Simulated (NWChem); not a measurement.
System: methyl formate (C₂H₄O₂); SMILES COC=O

NWChem input:

```
start job
memory heap 200 mb stack 900 mb global 1100 mb
geometry units angstroms noautosym nocenter noautoz
  C     -0.509398    -1.318595     0.002594
  O      0.676406    -0.537951     0.001445
  C      0.503956     0.780578     0.000236
  O     -0.552295     1.343814    -0.000184
  H     -1.115372    -1.111425    -0.891944
  H     -0.189132    -2.366689     0.008631
  H     -1.119780    -1.102316     0.891930
  H      1.496118     1.278758    -0.000275
end
basis spherical
  C library def2-svp
  O library def2-svp
  H library def2-svp
end
dft
  xc b3lyp
  iterations 150
end
cosmo
  dielec 11.7
end
task dft energy
```

Geometry: optimised at PBE0/def2-SVP.

Level: B3LYP/def2-SVP with COSMO at NWChem's default radii, gas-phase geometry; the question gives the dielectric constant.

What results follow from this input? (B3LYP/def2-SVP, COSMO on the gas-phase geometry.) Quantities: electrostatic solvation energy (kcal/mol); dipole in solution (D).

The electrostatic solvation energy (kcal/mol) comes out as -4.6 and the dipole in solution (D) comes out as 2.20.
